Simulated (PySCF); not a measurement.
Calculation: PBE0-D3(BJ)/def2-TZVP (PySCF). Isolated molecules, 0 K electronic values unless said otherwise. Delta-SCF ions had no search for a lower state. Excitations are Tamm–Dancoff values on a coarser integration grid. The basis has no diffuse functions, so Rydberg states are missing or too high.

Reference species (SMILES): `F[Si](F)(F)F` (neutral, multiplicity 1).

The vertical ionisation energy (Delta-SCF) is 15.41 eV and the S1 excitation (TDA) is 11.45 eV.

Changed species: `F[Si](Cl)(Cl)Cl` (3 of 4 F replaced by Cl; the reference has 0 of 4 F replaced by Cl).

Give the shifts of the vertical ionisation energy (Delta-SCF) and S1 excitation (TDA).

the vertical ionisation energy (Delta-SCF) drops by 3.69 eV, to 11.72 eV; the S1 excitation (TDA) falls by 3.59 eV, to 7.86 eV.
